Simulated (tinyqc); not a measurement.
UKS/BLYP in the sto-3g basis, for H2O+, spin multiplicity 2, step by step (part 1 of 3). Computed by tinyqc, a small Python program that keeps every step (integrals from PySCF). Settings: charge = 1, multiplicity = 2, basis = sto-3g, energy threshold = 1e-10, iteration cap = 52, orthogonalisation = symmetric, start = atomic densities, DIIS depth = 3, method = UKS, functional = blyp, grid = [20, 86]. Command: `OMP_NUM_THREADS=1 python tinyqc.py 20446 20447 out.jsonl` (the two numbers bound the seeds that draw the settings). One thread of a shared host (Intel(R) Xeon(R) Processor @ 2.60GHz), about 4 s of CPU time with the checks. Later iterations appear only in the table of the cycle.

## One-electron integrals

Geometry (angstrom):
```
atom         x          y         z
O     0.000000   0.000000  0.000000
H     0.000000   0.866000  0.730000
H     0.000000  -0.866000  0.730000
```

Basis sto-3g: exponents (1/bohr^2) and contraction coefficients of normalised primitives:
```
element  l (shell)    exponent  coefficient
O            s (1)  130.709320     0.154329
O            s (1)   23.808861     0.535328
O            s (1)    6.443608     0.444635
O            s (2)    5.033151    -0.099967
O            s (2)    1.169596     0.399513
O            s (2)    0.380389     0.700115
O            p (3)    5.033151     0.155916
O            p (3)    1.169596     0.607684
O            p (3)    0.380389     0.391957
H            s (1)    3.425251     0.154329
H            s (1)    0.623914     0.535328
H            s (1)    0.168855     0.444635
```

Overlap, kinetic and nuclear-attraction integrals over the contracted functions; the nuclear repulsion is the sum of Za Zb / Rab.

nuclear repulsion = 7.78089040 hartree

overlap S, order 1O 1s, 1O 2s, 1O 2px, 1O 2py, 1O 2pz, 2H 1s, 3H 1s:
$$\begin{pmatrix}
1.000000 & 0.236704 & 0.000000 & 0.000000 & 0.000000 & 0.035540 & 0.035540 \\
0.236704 & 1.000000 & 0.000000 & 0.000000 & 0.000000 & 0.367408 & 0.367408 \\
0.000000 & 0.000000 & 1.000000 & 0.000000 & 0.000000 & 0.000000 & 0.000000 \\
0.000000 & 0.000000 & 0.000000 & 1.000000 & 0.000000 & 0.250884 & -0.250884 \\
0.000000 & 0.000000 & 0.000000 & 0.000000 & 1.000000 & 0.211484 & 0.211484 \\
0.035540 & 0.367408 & 0.000000 & 0.250884 & 0.211484 & 1.000000 & 0.182211 \\
0.035540 & 0.367408 & 0.000000 & -0.250884 & 0.211484 & 0.182211 & 1.000000
\end{pmatrix}$$

kinetic energy T (hartree), order 1O 1s, 1O 2s, 1O 2px, 1O 2py, 1O 2pz, 2H 1s, 3H 1s:
$$\begin{pmatrix}
29.003200 & -0.168011 & 0.000000 & 0.000000 & 0.000000 & -0.008799 & -0.008799 \\
-0.168011 & 0.808128 & 0.000000 & 0.000000 & 0.000000 & 0.059978 & 0.059978 \\
0.000000 & 0.000000 & 2.528731 & 0.000000 & 0.000000 & 0.000000 & 0.000000 \\
0.000000 & 0.000000 & 0.000000 & 2.528731 & 0.000000 & 0.128378 & -0.128378 \\
0.000000 & 0.000000 & 0.000000 & 0.000000 & 2.528731 & 0.108217 & 0.108217 \\
-0.008799 & 0.059978 & 0.000000 & 0.128378 & 0.108217 & 0.760032 & -0.003919 \\
-0.008799 & 0.059978 & 0.000000 & -0.128378 & 0.108217 & -0.003919 & 0.760032
\end{pmatrix}$$

nuclear attraction V (hartree), order 1O 1s, 1O 2s, 1O 2px, 1O 2py, 1O 2pz, 2H 1s, 3H 1s:
$$\begin{pmatrix}
-61.552875 & -7.404260 & 0.000000 & 0.000000 & -0.014292 & -1.137985 & -1.137985 \\
-7.404260 & -9.982474 & 0.000000 & 0.000000 & -0.175635 & -2.801963 & -2.801963 \\
0.000000 & 0.000000 & -9.853595 & 0.000000 & 0.000000 & 0.000000 & 0.000000 \\
0.000000 & 0.000000 & 0.000000 & -9.951260 & 0.000000 & -1.679141 & 1.679141 \\
-0.014292 & -0.175635 & 0.000000 & 0.000000 & -9.922993 & -1.463137 & -1.463137 \\
-1.137985 & -2.801963 & 0.000000 & -1.679141 & -1.463137 & -5.201279 & -1.040851 \\
-1.137985 & -2.801963 & 0.000000 & 1.679141 & -1.463137 & -1.040851 & -5.201279
\end{pmatrix}$$

core Hamiltonian H = T + V (hartree), order 1O 1s, 1O 2s, 1O 2px, 1O 2py, 1O 2pz, 2H 1s, 3H 1s:
$$\begin{pmatrix}
-32.549675 & -7.572271 & 0.000000 & 0.000000 & -0.014292 & -1.146783 & -1.146783 \\
-7.572271 & -9.174346 & 0.000000 & 0.000000 & -0.175635 & -2.741985 & -2.741985 \\
0.000000 & 0.000000 & -7.324863 & 0.000000 & 0.000000 & 0.000000 & 0.000000 \\
0.000000 & 0.000000 & 0.000000 & -7.422528 & 0.000000 & -1.550763 & 1.550763 \\
-0.014292 & -0.175635 & 0.000000 & 0.000000 & -7.394262 & -1.354919 & -1.354919 \\
-1.146783 & -2.741985 & 0.000000 & -1.550763 & -1.354919 & -4.441247 & -1.044771 \\
-1.146783 & -2.741985 & 0.000000 & 1.550763 & -1.354919 & -1.044771 & -4.441247
\end{pmatrix}$$

## Two-electron integrals

Functions are numbered as in S; the eight-fold symmetry (ij|kl) = (ji|kl) = (kl|ij) leaves the list below.

Two-electron integrals (ij|kl) in chemists' order, unique and non-zero (hartree):
```
(11|11) 4.785065    (21|11) 0.741380    (21|21) 0.136873    (22|11) 1.118947
(22|21) 0.256633    (22|22) 0.817206    (31|31) 0.024477    (32|31) 0.037809
(32|32) 0.180518    (33|11) 1.115814    (33|21) 0.256684    (33|22) 0.817023
(33|33) 0.880159    (41|41) 0.024477    (42|41) 0.037809    (42|42) 0.180518
(43|43) 0.047444    (44|11) 1.115814    (44|21) 0.256684    (44|22) 0.817023
(44|33) 0.785270    (44|44) 0.880159    (51|51) 0.024477    (52|51) 0.037809
(52|52) 0.180518    (53|53) 0.047444    (54|54) 0.047444    (55|11) 1.115814
(55|21) 0.256684    (55|22) 0.817023    (55|33) 0.785270    (55|44) 0.785270
(55|55) 0.880159    (61|11) 0.112633    (61|21) 0.020636    (61|22) 0.038504
(61|33) 0.038429    (61|41) 0.000721    (61|42) 0.001359    (61|44) 0.038564
(61|51) 0.000608    (61|52) 0.001146    (61|54) 0.000114    (61|55) 0.038525
(61|61) 0.003151    (62|11) 0.295185    (62|21) 0.068644    (62|22) 0.244616
(62|33) 0.240303    (62|41) 0.003945    (62|42) 0.031113    (62|44) 0.247726
(62|51) 0.003325    (62|52) 0.026227    (62|54) 0.006257    (62|55) 0.245577
(62|61) 0.010570    (62|62) 0.093397    (63|31) 0.006920    (63|32) 0.041231
(63|43) 0.006333    (63|53) 0.005338    (63|63) 0.012789    (64|11) 0.169433
(64|21) 0.039885    (64|22) 0.151746    (64|33) 0.144986    (64|41) 0.008916
(64|42) 0.059338    (64|44) 0.162001    (64|51) 0.001683    (64|52) 0.015263
(64|54) 0.009004    (64|55) 0.148076    (64|61) 0.006391    (64|62) 0.070426
(64|64) 0.065287    (65|11) 0.142825    (65|21) 0.033622    (65|22) 0.127915
(65|33) 0.122217    (65|41) 0.001683    (65|42) 0.015263    (65|44) 0.125883
(65|51) 0.008339    (65|52) 0.054097    (65|54) 0.009423    (65|55) 0.135499
(65|61) 0.005387    (65|62) 0.059366    (65|64) 0.044254    (65|65) 0.050093
(66|11) 0.458377    (66|21) 0.108303    (66|22) 0.444352    (66|33) 0.427076
(66|41) 0.007530    (66|42) 0.083459    (66|44) 0.457054    (66|51) 0.006347
(66|52) 0.070352    (66|54) 0.025271    (66|55) 0.448378    (66|61) 0.016791
(66|62) 0.220989    (66|64) 0.190169    (66|65) 0.160304    (66|66) 0.774606
(71|11) 0.112633    (71|21) 0.020636    (71|22) 0.038504    (71|33) 0.038429
(71|41) -0.000721   (71|42) -0.001359   (71|44) 0.038564    (71|51) 0.000608
(71|52) 0.001146    (71|54) -0.000114   (71|55) 0.038525    (71|61) 0.003106
(71|62) 0.010255    (71|64) 0.005706    (71|65) 0.005232    (71|66) 0.016164
(71|71) 0.003151    (72|11) 0.295185    (72|21) 0.068644    (72|22) 0.244616
(72|33) 0.240303    (72|41) -0.003945   (72|42) -0.031113   (72|44) 0.247726
(72|51) 0.003325    (72|52) 0.026227    (72|54) -0.006257   (72|55) 0.245577
(72|61) 0.010255    (72|62) 0.074888    (72|64) 0.039199    (72|65) 0.046284
(72|66) 0.143670    (72|71) 0.010570    (72|72) 0.093397    (73|31) 0.006920
(73|32) 0.041231    (73|43) -0.006333   (73|53) 0.005338    (73|63) 0.009897
(73|73) 0.012789    (74|11) -0.169433   (74|21) -0.039885   (74|22) -0.151746
(74|33) -0.144986   (74|41) 0.008916    (74|42) 0.059338    (74|44) -0.162001
(74|51) -0.001683   (74|52) -0.015263   (74|54) 0.009004    (74|55) -0.148076
(74|61) -0.005706   (74|62) -0.039199   (74|64) -0.011080   (74|65) -0.023751
(74|66) -0.068386   (74|71) -0.006391   (74|72) -0.070426   (74|74) 0.065287
(75|11) 0.142825    (75|21) 0.033622    (75|22) 0.127915    (75|33) 0.122217
(75|41) -0.001683   (75|42) -0.015263   (75|44) 0.125883    (75|51) 0.008339
(75|52) 0.054097    (75|54) -0.009423   (75|55) 0.135499    (75|61) 0.005232
(75|62) 0.046284    (75|64) 0.023751    (75|65) 0.038082    (75|66) 0.096846
(75|71) 0.005387    (75|72) 0.059366    (75|74) -0.044254   (75|75) 0.050093
(76|11) 0.102546    (76|21) 0.024092    (76|22) 0.093987    (76|33) 0.091651
(76|44) 0.093378    (76|51) 0.001772    (76|52) 0.017007    (76|55) 0.096829
(76|61) 0.003675    (76|62) 0.036260    (76|64) 0.023768    (76|65) 0.025925
(76|66) 0.091620    (76|71) 0.003675    (76|72) 0.036260    (76|74) -0.023768
(76|75) 0.025925    (76|76) 0.017956    (77|11) 0.458377    (77|21) 0.108303
(77|22) 0.444352    (77|33) 0.427076    (77|41) -0.007530   (77|42) -0.083459
(77|44) 0.457054    (77|51) 0.006347    (77|52) 0.070352    (77|54) -0.025271
(77|55) 0.448378    (77|61) 0.016164    (77|62) 0.143670    (77|64) 0.068386
(77|65) 0.096846    (77|66) 0.302806    (77|71) 0.016791    (77|72) 0.220989
(77|74) -0.190169   (77|75) 0.160304    (77|76) 0.091620    (77|77) 0.774606
```

## Orthogonalisation

S = U s U^T; symmetric (Loewdin) form X = U s^(-1/2) U^T, so that X^T S X = 1.

eigenvalues of S: [0.454313, 0.542581, 0.882739, 1.000000, 1.105959, 1.275208, 1.739200]

X, order 1O 1s, 1O 2s, 1O 2px, 1O 2py, 1O 2pz, 2H 1s, 3H 1s:
$$\begin{pmatrix}
1.023497 & -0.135499 & 0.000000 & 0.000000 & -0.007172 & 0.018174 & 0.018174 \\
-0.135499 & 1.142149 & 0.000000 & 0.000000 & 0.067604 & -0.207238 & -0.207238 \\
0.000000 & 0.000000 & 1.000000 & 0.000000 & 0.000000 & 0.000000 & 0.000000 \\
0.000000 & 0.000000 & 0.000000 & 1.062864 & 0.000000 & -0.161649 & 0.161649 \\
-0.007172 & 0.067604 & 0.000000 & 0.000000 & 1.038014 & -0.116978 & -0.116978 \\
0.018174 & -0.207238 & 0.000000 & -0.161649 & -0.116978 & 1.116868 & -0.063398 \\
0.018174 & -0.207238 & 0.000000 & 0.161649 & -0.116978 & -0.063398 & 1.116868
\end{pmatrix}$$

## Starting guess

The start is atomic minimal-basis densities projected into this basis (PySCF's MINAO start) and scaled to the electron count of each spin; this density is not idempotent, so its energy is not variational and may lie below the converged one.

D(alpha) at the start, order 1O 1s, 1O 2s, 1O 2px, 1O 2py, 1O 2pz, 2H 1s, 3H 1s:
$$\begin{pmatrix}
1.071825 & -0.246149 & 0.000000 & 0.000000 & 0.007587 & -0.007863 & -0.007863 \\
-0.246149 & 1.046648 & 0.000000 & 0.000000 & -0.038305 & 0.026643 & 0.026643 \\
0.000000 & 0.000000 & 0.654001 & 0.000000 & 0.000000 & 0.000000 & 0.000000 \\
0.000000 & 0.000000 & 0.000000 & 0.596694 & 0.000000 & 0.057232 & -0.057232 \\
0.007587 & -0.038305 & 0.000000 & 0.000000 & 0.619385 & 0.034627 & 0.034627 \\
-0.007863 & 0.026643 & 0.000000 & 0.057232 & 0.034627 & 0.496090 & 0.030270 \\
-0.007863 & 0.026643 & 0.000000 & -0.057232 & 0.034627 & 0.030270 & 0.496090
\end{pmatrix}$$

D(beta) at the start, order 1O 1s, 1O 2s, 1O 2px, 1O 2py, 1O 2pz, 2H 1s, 3H 1s:
$$\begin{pmatrix}
0.857460 & -0.196919 & 0.000000 & 0.000000 & 0.006070 & -0.006290 & -0.006290 \\
-0.196919 & 0.837319 & 0.000000 & 0.000000 & -0.030644 & 0.021314 & 0.021314 \\
0.000000 & 0.000000 & 0.523201 & 0.000000 & 0.000000 & 0.000000 & 0.000000 \\
0.000000 & 0.000000 & 0.000000 & 0.477355 & 0.000000 & 0.045786 & -0.045786 \\
0.006070 & -0.030644 & 0.000000 & 0.000000 & 0.495508 & 0.027702 & 0.027702 \\
-0.006290 & 0.021314 & 0.000000 & 0.045786 & 0.027702 & 0.396872 & 0.024216 \\
-0.006290 & 0.021314 & 0.000000 & -0.045786 & 0.027702 & 0.024216 & 0.396872
\end{pmatrix}$$

## Iteration 1: exchange-correlation on the grid

Becke grid with 20 radial and 86 angular points per atom, points of zero weight dropped. rho = sum D_ij phi_i phi_j; V_xc,ij = sum w v_xc phi_i phi_j plus the gradient terms; v_xc is d(rho eps)/d rho(s) for spin s at fixed gradient.

The 12 grid points with the largest w rho, of 5152 (bohr, atomic units):
```
x                  y          z         w  rho(alpha)  rho(beta)     eps_xc  v_xc(alpha)
-0.725653   0.197586  -0.725653  0.049819    0.187207   0.149765  -0.589537    -0.722450
0.725653   -0.197586  -0.725653  0.049819    0.187207   0.149765  -0.589537    -0.722450
0.725653    0.197586  -0.725653  0.049819    0.187207   0.149765  -0.589537    -0.722450
-0.725653  -0.197586  -0.725653  0.049819    0.187207   0.149765  -0.589537    -0.722450
-0.969131   0.000000  -0.391112  0.049549    0.187901   0.150321  -0.590046    -0.723425
0.969131    0.000000  -0.391112  0.049549    0.187901   0.150321  -0.590046    -0.723425
0.603375    0.603375  -0.603375  0.050081    0.185289   0.148231  -0.587596    -0.720080
-0.603375   0.603375  -0.603375  0.050081    0.185289   0.148231  -0.587596    -0.720080
0.603375   -0.603375  -0.603375  0.050081    0.185289   0.148231  -0.587596    -0.720080
-0.603375  -0.603375  -0.603375  0.050081    0.185289   0.148231  -0.587596    -0.720080
-0.391112   0.000000  -0.969131  0.049550    0.186571   0.149257  -0.589038    -0.721575
0.391112    0.000000  -0.969131  0.049550    0.186571   0.149257  -0.589038    -0.721575
```

electrons on the grid, sum of w rho = 8.999945

E_xc = sum of w rho eps_xc = -8.13383741 hartree

V_xc(alpha) (hartree), order 1O 1s, 1O 2s, 1O 2px, 1O 2py, 1O 2pz, 2H 1s, 3H 1s:
$$\begin{pmatrix}
-3.128437 & -0.424849 & 0.000000 & 0.000000 & 0.000358 & -0.065110 & -0.065110 \\
-0.424849 & -0.773890 & 0.000000 & 0.000000 & -0.009315 & -0.225731 & -0.225731 \\
0.000000 & 0.000000 & -0.762292 & 0.000000 & 0.000000 & 0.000000 & 0.000000 \\
0.000000 & 0.000000 & 0.000000 & -0.771347 & 0.000000 & -0.142114 & 0.142114 \\
0.000358 & -0.009315 & 0.000000 & 0.000000 & -0.768997 & -0.123195 & -0.123195 \\
-0.065110 & -0.225731 & 0.000000 & -0.142114 & -0.123195 & -0.475717 & -0.083193 \\
-0.065110 & -0.225731 & 0.000000 & 0.142114 & -0.123195 & -0.083193 & -0.475717
\end{pmatrix}$$

V_xc(beta) (hartree), order 1O 1s, 1O 2s, 1O 2px, 1O 2py, 1O 2pz, 2H 1s, 3H 1s:
$$\begin{pmatrix}
-2.938525 & -0.400213 & 0.000000 & 0.000000 & 0.000332 & -0.061319 & -0.061319 \\
-0.400213 & -0.731345 & 0.000000 & 0.000000 & -0.009222 & -0.213712 & -0.213712 \\
0.000000 & 0.000000 & -0.720343 & 0.000000 & 0.000000 & 0.000000 & 0.000000 \\
0.000000 & 0.000000 & 0.000000 & -0.729228 & 0.000000 & -0.134621 & 0.134621 \\
0.000332 & -0.009222 & 0.000000 & 0.000000 & -0.726872 & -0.116784 & -0.116784 \\
-0.061319 & -0.213712 & 0.000000 & -0.134621 & -0.116784 & -0.451232 & -0.079051 \\
-0.061319 & -0.213712 & 0.000000 & 0.134621 & -0.116784 & -0.079051 & -0.451232
\end{pmatrix}$$

## Iteration 1: building the Kohn-Sham matrix

J_ij = sum D_kl (ij|kl) with D = D(alpha) + D(beta); F = H + J + V_xc; E = tr D H + tr D J / 2 + E_xc + E_nn.

Coulomb J (hartree), order 1O 1s, 1O 2s, 1O 2px, 1O 2py, 1O 2pz, 2H 1s, 3H 1s:
$$\begin{pmatrix}
15.424314 & 2.889433 & 0.000000 & 0.000000 & 0.010360 & 0.436487 & 0.436487 \\
2.889433 & 7.164148 & 0.000000 & 0.000000 & 0.128379 & 2.169625 & 2.169625 \\
0.000000 & 0.000000 & 7.126394 & 0.000000 & 0.000000 & 0.000000 & 0.000000 \\
0.000000 & 0.000000 & 0.000000 & 7.179675 & 0.000000 & 1.352984 & -1.352984 \\
0.010360 & 0.128379 & 0.000000 & 0.000000 & 7.164681 & 1.176943 & 1.176943 \\
0.436487 & 2.169625 & 0.000000 & 1.352984 & 1.176943 & 4.200975 & 0.855991 \\
0.436487 & 2.169625 & 0.000000 & -1.352984 & 1.176943 & 0.855991 & 4.200975
\end{pmatrix}$$

F(alpha) (hartree), order 1O 1s, 1O 2s, 1O 2px, 1O 2py, 1O 2pz, 2H 1s, 3H 1s:
$$\begin{pmatrix}
-20.253798 & -5.107688 & 0.000000 & 0.000000 & -0.003575 & -0.775406 & -0.775406 \\
-5.107688 & -2.784089 & 0.000000 & 0.000000 & -0.056571 & -0.798091 & -0.798091 \\
0.000000 & 0.000000 & -0.960761 & 0.000000 & 0.000000 & 0.000000 & 0.000000 \\
0.000000 & 0.000000 & 0.000000 & -1.014200 & 0.000000 & -0.339893 & 0.339893 \\
-0.003575 & -0.056571 & 0.000000 & 0.000000 & -0.998578 & -0.301171 & -0.301171 \\
-0.775406 & -0.798091 & 0.000000 & -0.339893 & -0.301171 & -0.715989 & -0.271973 \\
-0.775406 & -0.798091 & 0.000000 & 0.339893 & -0.301171 & -0.271973 & -0.715989
\end{pmatrix}$$

F(beta) (hartree), order 1O 1s, 1O 2s, 1O 2px, 1O 2py, 1O 2pz, 2H 1s, 3H 1s:
$$\begin{pmatrix}
-20.063886 & -5.083052 & 0.000000 & 0.000000 & -0.003600 & -0.771615 & -0.771615 \\
-5.083052 & -2.741543 & 0.000000 & 0.000000 & -0.056478 & -0.786072 & -0.786072 \\
0.000000 & 0.000000 & -0.918813 & 0.000000 & 0.000000 & 0.000000 & 0.000000 \\
0.000000 & 0.000000 & 0.000000 & -0.972081 & 0.000000 & -0.332400 & 0.332400 \\
-0.003600 & -0.056478 & 0.000000 & 0.000000 & -0.956453 & -0.294760 & -0.294760 \\
-0.771615 & -0.786072 & 0.000000 & -0.332400 & -0.294760 & -0.691504 & -0.267831 \\
-0.771615 & -0.786072 & 0.000000 & 0.332400 & -0.294760 & -0.267831 & -0.691504
\end{pmatrix}$$

total energy of this density = -71.22120193 hartree

This density is the starting one; it is not idempotent, so its energy is not variational and may lie below the converged one.
